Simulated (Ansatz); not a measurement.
What does this script print? It uses Ansatz's Python interface.

`run_methods.py`:
```python
"""One geometry of C2HFO, method by method."""

from pathlib import Path

import ansatz as az
import numpy as np

GEOMETRY = """
O     0.57970    1.33450    0.09370
C     0.17140    0.09610    0.09970
C    -0.17820   -1.05640    0.10440
F    -0.43330   -2.34040    0.13190
H    -0.08970    1.89260   -0.47120
"""

mol = az.Crystal.molecule()
for line in GEOMETRY.strip().splitlines():
    symbol, *xyz = line.split()
    mol = mol.atom(symbol, [float(v) for v in xyz])

calculation = mol.calculation().basis(gaussian="def2-SVP")

print("functional    E (Ha)        dipole (D)   HOMO (eV)  LUMO (eV)")
for name in ["lc_wpbe", "b3lyp", "lda", "r2scan0", "r2scan", "pbe0"]:
    rep = calculation.functional(name).forces().orbitals().run(threads=1, backend="cpu", runs_dir="runs").report
    lines = Path(rep["orbitals_path"]).read_text().splitlines()
    field_of = lambda key: [line.split("=")[1].strip() for line in lines if line.startswith(key)]
    orbitals = [(27.211386 * float(e), s, float(n)) for e, s, n in zip(field_of("Ene="), field_of("Spin="), field_of("Occup="))]
    homo = max(e for e, _, n in orbitals if n > 0.5)
    lumo = min(e for e, _, n in orbitals if n < 0.5)
    dipole = 4.803205 * np.linalg.norm(rep["charge_distribution"]["dipole_moment_e_ang"])
    print(f"{name:10s} {rep['free_energy_ev'] / 27.211386246:14.6f} {dipole:9.3f} {homo:11.3f} {lumo:10.3f}")
```

```console
$ python run_methods.py
functional    E (Ha)        dipole (D)   HOMO (eV)  LUMO (eV)
lc_wpbe       -251.395664     2.322      -9.802      2.848
b3lyp         -251.552168     2.283      -6.760     -0.000
lda           -249.692855     2.304      -5.721     -0.704
r2scan0       -251.384088     2.377      -7.315      0.847
r2scan        -251.422914     2.295      -5.938      0.016
pbe0          -251.287565     2.317      -7.069      0.402
```

Notes:
- Total energies depend on the basis set; only differences at equal settings carry meaning.
- The geometry is a force-field or estimated start, not a minimum of this method, and the basis set is short of its limit. A lower total doesn't mark the better method: functionals have no common bound, and MP2 and coupled cluster aren't variational.
- b3lyp holds the VWN-RPA fit, as in Gaussian; the form of ORCA and Turbomole is b3lyp5.
- Levels such as HOMO and LUMO are orbital energies: with these approximate functionals they aren't the ionisation energy and electron affinity, and their gap isn't the fundamental gap.
- Finished in 4.9 s on 1 thread of Intel(R) Xeon(R) Platinum 8488C (Sapphire Rapids), on a shared host, peak memory 0.2 GiB.

(Lines on the test bed's own set-up are left out of the output.)
